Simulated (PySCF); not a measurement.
Gas-phase reaction: 2 CCl2 + C4H10 (isobutane) = 3 C2H3Cl + HCl

Computed with PySCF and rigid-rotor harmonic-oscillator thermochemistry at 1 bar. † marks an energy on the PBE0/def2-TZVP geometry and frequencies; other levels use their own. MP2 and CCSD(T) freeze the core. 6-31G* has spherical d functions here. All species are closed-shell singlets. B3LYP is the form with VWN-RPA correlation. MP2 isn't extrapolated to the basis-set limit; its ΔH°(298 K) is -382.3 kJ in def2-SVP and -374.3 kJ in def2-TZVPP. CCSD(T) isn't extrapolated to the basis-set limit. The harmonic model lacks anharmonicity and excited electronic states, which grow with temperature; levels with a mode under 35 cm⁻¹ are left out. Internal rotation in C4H10 (isobutane) is treated as a harmonic vibration of one conformer, which makes the entropy rough. Warning, large T1 diagnostic: CCl2 (CCSD(T)/def2-SVP†).

| level | ΔE electronic, kJ | ΔH°(298 K), kJ | ΔS°(298 K), J/K | ΔG°(600 K), kJ |
|---|---|---|---|---|
| B3LYP/6-31G* | -334 | -344 | 154 | -436 |
| B3LYP/def2-TZVP† | -354 | -363 | 155 | -456 |
| BLYP/def2-TZVP† | -344 | -353 | 155 | -446 |
| CCSD(T)/def2-SVP† | -345 | -354 | 155 | -447 |
| M06-2X/def2-TZVP† | -346 | -354 | 155 | -448 |
| MP2/def2-TZVPP† | -365 | -374 | 155 | -467 |
| PBE0/def2-TZVP | -332 | -341 | 155 | -434 |
| r2SCAN/def2-TZVP† | -322 | -331 | 155 | -424 |
| ωB97M-V/def2-TZVP† | -327 | -335 | 155 | -429 |
ΔH° is lowest at MP2/def2-TZVPP† and highest at r2SCAN/def2-TZVP†. No reference value is set beside these.
